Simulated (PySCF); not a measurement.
Bonds broken one at a time in the series B OH-I. Isolated molecules, 0 K electronic values unless said otherwise. One relaxed conformer stands for each flexible species; it need not be the lowest. Strings in code marks are SMILES.

The dipole moment from two functionals at the same geometries (CAM-B3LYP-D3(BJ)/def2-TZVP), both in PySCF: PBE-D3(BJ)/def2-TZVP and CAM-B3LYP-D3(BJ)/def2-TZVP. 

```csv
species,PBE-D3(BJ)/def2-TZVP (D),CAM-B3LYP-D3(BJ)/def2-TZVP (D)
radical fragment (`[OH]`),1.73,1.80
radical fragment (`[I]`),0.00,0.00
radical fragment (`I[B]I`),0.72,0.56
```

Over these rows, drawn at random from the members with no instability flagged (it was tested for open shells, ions and some series alone), PBE minus CAM-B3LYP-D3(BJ): mean +0.03 D, from -0.07 D to +0.16 D.
